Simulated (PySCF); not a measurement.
Geometries of 3 isomers of C3H4O, from PBE0-D3(BJ)/def2-SVP geometry optimisation, gas phase in PySCF 2.14.0. One conformer each, no zero-point energy, no frequencies.

Problem. Which isomer lies lowest at this level?
A.
```xyz
8
angstrom
C     -0.904   -0.375   -0.007
C      0.300    0.487    0.255
C      1.498    0.262   -0.243
O      2.560    0.064   -0.677
H     -0.640   -1.277   -0.577
H     -1.672    0.169   -0.581
H     -1.365   -0.703    0.938
H      0.223    1.374    0.892
```
B.
```xyz
8
angstrom
C      1.765   -0.501    0.870
C      0.733   -0.254    0.289
C     -0.504    0.025   -0.434
O     -1.329    0.874    0.316
H      2.682   -0.709    1.389
H     -0.231    0.466   -1.415
H     -0.995   -0.946   -0.655
H     -2.120    1.045   -0.205
```
C.
```xyz
8
angstrom
C      0.532   -0.192   -0.221
C      0.627    0.715    0.763
O     -0.685    0.746    1.157
C     -0.932   -0.243    0.121
H      1.192   -0.672   -0.937
H      1.376    1.341    1.255
H     -1.319   -1.176    0.561
H     -1.640    0.150   -0.626
```

Solution. A. That is methylketene, `CC=C=O`, 27.7 kcal/mol below the next.

| SMILES | atoms numbered as above | E (Eh) | relative (kcal/mol) | relative (kJ/mol) | dipole (D) |
| --- | --- | --- | --- | --- | --- |
| CC=C=O | [CH3:1][CH:2]=[C:3]=[O:4] | -191.55337 | 0.0 | 0.0 | 1.72 |
| C1=COC1 | [CH:1]1=[CH:2][O:3][CH2:4]1 | -191.50924 | 27.7 | 115.9 | 1.21 |
| C#CCO | [CH:1]#[C:2][CH2:3][OH:4] | -191.49198 | 38.5 | 161.2 | 1.92 |

As drawn, the lowest has a C=O bond, cumulated double bonds and a C=C bond outside aromatic rings, which the highest lacks; the highest has a C≡C bond and an O–H bond, which the lowest lacks.
